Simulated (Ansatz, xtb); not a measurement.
# A geometry optimisation of H4Si3+ with r2SCAN-D4/def2-SVP

The starting geometry of this gas-phase doublet has its atoms placed at random.

```xyz
7

Si    1.7558    0.7425    0.0499
Si    0.8314    0.5303   -1.6057
Si   -1.6657    0.3843   -0.1403
H     0.3968    2.0143    0.1430
H     0.0684   -1.0045   -1.8314
H    -0.8365    0.3653    1.6838
H     0.8801   -0.5484    0.9385
```

Q: One run relaxed it with r2SCAN-D4/def2-SVP. What is a likely outcome?

A: It ends as a structure with H6 bridging Si1 and Si3, given below by its coordinates. Distances that change by over a tenth: Si1–Si2 (1.91 → 2.28 Å), Si2–H5 (1.73 → 1.48 Å). Contacts that close: Si1–H4 (1.86 → 1.49 Å), Si1–H6 (3.09 → 1.66 Å), Si1–H7 (1.80 → 1.49 Å), Si2–Si3 (2.90 → 2.32 Å), Si3–H6 (2.00 → 1.77 Å).

The energy falls by 6.56 eV over 14 steps:

```csv
step,E − E(last) (eV)
1,6.560
2,3.132
4,1.624
5,1.356
7,0.831
8,0.606
10,0.122
11,0.040
13,0.001
14,0.000
```

Final geometry (Å):

```xyz
7

Si    0.8865    0.6758    0.4620
Si   -0.0411   -0.2258   -1.4141
Si   -1.9159    0.1205   -0.0931
H     1.2228    2.1220    0.5005
H     0.4640   -0.7231   -2.7149
H    -0.6752    0.7284    1.0104
H     1.4894   -0.2141    1.4868
```

From the same start GFN2-xTB ends elsewhere, differing in Si1–Si2 (3.81 against 2.28 Å here), Si1–Si3 (2.30 against 2.91 Å here), Si1–H6 (2.86 against 1.66 Å here).

From so rough a start the end depends on the optimiser's path, so another program may land elsewhere. No frequencies were run, so the end isn't proven a minimum. Open shells are spin-unrestricted. Run with Ansatz 0.2.0, 110 s on 1 thread of Intel(R) Xeon(R) Platinum 8375C CPU @ 2.90GHz (Ice Lake), with other jobs on the host.
